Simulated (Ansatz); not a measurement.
Wavefunction ladder for CH₅NSi (`N=C[SiH3]`)

```xyz
8

N    -0.6411   -1.5650   -0.2684
C     0.2889   -0.7332   -0.0345
Si   -0.1138    1.1070    0.1022
H    -0.2847   -2.5226   -0.3170
H     1.3365   -1.0501    0.0932
H     0.6704    1.8501   -0.9211
H     0.3096    1.5956    1.4425
H    -1.5658    1.3183   -0.0967
```

Charge 0, multiplicity 1. The geometry is a stationary point of PBE0-D4/def2-TZVP. It is one conformer, not always the lowest. Frozen core, restricted reference, Ansatz. CBS rows extrapolate triple and quadruple zeta; past MP2 they add the triple-zeta difference.

```tsv
basis	HF (Eh)	MP2 corr.	CCSD corr.	(T)	CCSD(T) total
def2-SVP	-383.96041	?	?	-0.01416	?
def2-TZVPP	-384.17494	-0.49081	-0.52706	-0.02195	-384.72395
def2-QZVPP	-384.18854	-0.52451	–	–	–
CBS(def2)	?	?	-0.58572	as TZ	?
```

**Question.** Fill in the withheld values. (Best estimate.)

**Answer.** Computed: def2-SVP MP2 corr.: -0.39794; def2-SVP CCSD corr.: -0.43959; def2-SVP CCSD(T) total: -384.41416; CBS(def2) HF (Eh): -384.19041; CBS(def2) MP2 corr.: -0.54948; CBS(def2) CCSD(T) total: -384.79808.
